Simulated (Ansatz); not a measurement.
A structure relaxed at B3LYP-D4/def2-TZVPD in Ansatz, charge -1, doublet:

```xyz
5

Si    0.8841   -2.0620   -0.1280
Si   -0.4481    1.9245   -1.0756
Si    0.0309   -0.0130   -0.1066
H     0.0563   -2.5457    1.0657
H    -0.5233    2.6962    0.2445
```

Give its formula and point group.

Si3H2⁻. Point group C2 (tolerance 0.1 Å).

Summarise the bond lengths by kind (pairs closer than 1.2 times the sum of covalent radii, bridged metal pairs left out).

2 × Si–Si 2.22 Å; 2 × H–Si 1.53 Å.

The relaxation made no stability test and no search for a lower SCF solution. Another isomer (doublet) lies 0.47 eV lower at PBE0-D4/def2-TZVPD; other spin states weren't run for this one.
